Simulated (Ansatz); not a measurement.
Born–Oppenheimer molecular dynamics of AlFH$_{2}$O (5 atoms, charge 0, multiplicity 1). It starts from a relaxed structure.

Theory: RKS PBE-D4/6-31G* in Ansatz.

```json
{"ensemble": "NVT, Langevin thermostat", "time step": "0.25 fs", "steps asked": "500", "set temperature": "100 K", "friction": "0.005 /fs", "temperature schedule": "125 steps to 100 K, then 375 steps to 10 K", "seed": "378275"}
```

Frames 5 fs apart, positions in Å, forces in eV/Å.

Velocities at 5 fs (Å/ps):

```
Al -0.06 -1.33 0.66
O 0.51 1.79 2.57
H -2.04 3.84 4.35
H -3.85 3.97 -1.12
F -0.79 -0.37 -4.12
```

```xyz
5
Properties=species:S:1:pos:R:3:forces:R:3 time_fs=5 energy_less_start_eV=0.022 T=50
Al -0.025 -0.034 0.001 0.23 0.14 -0.33
O -0.029 -0.111 1.726 -0.05 -0.01 -0.24
H -0.882 -0.153 2.195 0.03 -0.01 -0.02
H 1.398 0.088 -0.791 -0.52 -0.08 0.33
F -1.458 -0.019 -0.879 0.31 -0.04 0.25
5
Properties=species:S:1:pos:R:3:forces:R:3 time_fs=10 energy_less_start_eV=0.019 T=48
Al -0.025 -0.038 0.002 -0.70 0.13 0.03
O -0.028 -0.102 1.734 -0.05 -0.02 -0.41
H -0.882 -0.133 2.203 0.01 -0.01 -0.01
H 1.339 0.102 -0.759 0.21 -0.04 -0.06
F -1.461 -0.021 -0.896 0.54 -0.06 0.44
5
Properties=species:S:1:pos:R:3:forces:R:3 time_fs=15 energy_less_start_eV=0.030 T=36
Al -0.032 -0.039 0.004 -0.91 0.13 0.21
O -0.030 -0.092 1.737 -0.15 -0.02 -0.38
H -0.882 -0.106 2.215 0.08 -0.02 -0.05
H 1.314 0.114 -0.741 0.51 -0.02 -0.22
F -1.457 -0.026 -0.907 0.47 -0.07 0.44
5
Properties=species:S:1:pos:R:3:forces:R:3 time_fs=20 energy_less_start_eV=0.022 T=43
Al -0.045 -0.039 0.005 0.33 0.23 -0.11
O -0.035 -0.084 1.735 0.02 -0.02 -0.42
H -0.876 -0.090 2.221 -0.12 -0.03 0.07
H 1.373 0.122 -0.755 -0.36 -0.12 0.23
F -1.446 -0.032 -0.914 0.13 -0.07 0.24
5
Properties=species:S:1:pos:R:3:forces:R:3 time_fs=25 energy_less_start_eV=0.019 T=58
Al -0.056 -0.035 0.009 0.75 0.18 0.07
O -0.037 -0.080 1.729 -0.36 -0.01 0.02
H -0.875 -0.079 2.237 0.22 -0.03 -0.14
H 1.364 0.106 -0.724 -0.24 -0.09 0.13
F -1.429 -0.037 -0.917 -0.38 -0.05 -0.07
5
Properties=species:S:1:pos:R:3:forces:R:3 time_fs=30 energy_less_start_eV=0.035 T=39
Al -0.064 -0.033 0.014 0.34 0.07 0.46
O -0.045 -0.074 1.724 0.06 0.00 -0.03
H -0.853 -0.072 2.256 -0.23 -0.03 0.14
H 1.324 0.068 -0.658 0.50 0.00 -0.29
F -1.417 -0.040 -0.921 -0.67 -0.03 -0.27
5
Properties=species:S:1:pos:R:3:forces:R:3 time_fs=35 energy_less_start_eV=0.028 T=48
Al -0.066 -0.030 0.021 0.86 0.02 0.00
O -0.052 -0.065 1.722 -0.33 0.00 0.51
H -0.849 -0.069 2.288 0.18 -0.01 -0.20
H 1.371 0.018 -0.650 -0.07 -0.01 -0.04
F -1.411 -0.041 -0.927 -0.63 -0.01 -0.27
5
Properties=species:S:1:pos:R:3:forces:R:3 time_fs=40 energy_less_start_eV=0.034 T=43
Al -0.062 -0.028 0.029 0.81 -0.03 -0.49
O -0.060 -0.054 1.728 0.17 0.01 0.19
H -0.833 -0.070 2.307 -0.30 0.00 0.11
H 1.407 -0.016 -0.660 -0.47 0.01 0.17
F -1.415 -0.039 -0.936 -0.21 0.01 0.02
5
Properties=species:S:1:pos:R:3:forces:R:3 time_fs=45 energy_less_start_eV=0.030 T=61
Al -0.052 -0.026 0.038 -0.46 -0.07 -0.58
O -0.072 -0.041 1.735 -0.21 0.00 0.57
H -0.848 -0.071 2.328 0.15 0.02 -0.28
H 1.354 -0.043 -0.647 0.23 0.03 -0.11
F -1.422 -0.038 -0.944 0.30 0.02 0.39
5
Properties=species:S:1:pos:R:3:forces:R:3 time_fs=50 energy_less_start_eV=0.033 T=57
Al -0.046 -0.023 0.043 -0.80 -0.07 -0.61
O -0.088 -0.027 1.746 0.15 0.01 0.13
H -0.875 -0.066 2.309 -0.18 0.01 -0.01
H 1.347 -0.049 -0.661 0.29 0.03 -0.08
F -1.425 -0.038 -0.948 0.55 0.03 0.58
5
Properties=species:S:1:pos:R:3:forces:R:3 time_fs=55 energy_less_start_eV=0.031 T=65
Al -0.046 -0.021 0.041 0.04 -0.10 -0.67
O -0.103 -0.011 1.755 0.02 -0.01 -0.04
H -0.926 -0.062 2.271 -0.03 0.03 -0.08
H 1.398 -0.062 -0.701 -0.43 0.05 0.31
F -1.419 -0.041 -0.946 0.41 0.03 0.48
5
Properties=species:S:1:pos:R:3:forces:R:3 time_fs=60 energy_less_start_eV=0.013 T=116
Al -0.048 -0.018 0.031 0.11 -0.09 0.07
O -0.119 0.010 1.760 -0.22 -0.05 -0.25
H -0.981 -0.070 2.217 0.19 0.06 -0.13
H 1.374 -0.071 -0.686 -0.09 0.05 0.13
F -1.409 -0.045 -0.939 0.01 0.02 0.18
```

Of the whole run (125 fs, mean temperature of the second half 76 K): The schedule's set-point averaged 40 K over the second half and the system 76 K, so it lags behind the ramp. A run of 0.12 ps of so small a system gives no equilibrium averages.

Run time: 8.3 min on 1 thread of Intel(R) Xeon(R) Platinum 8488C (Sapphire Rapids) (shared host), peak memory 0.11 GiB.
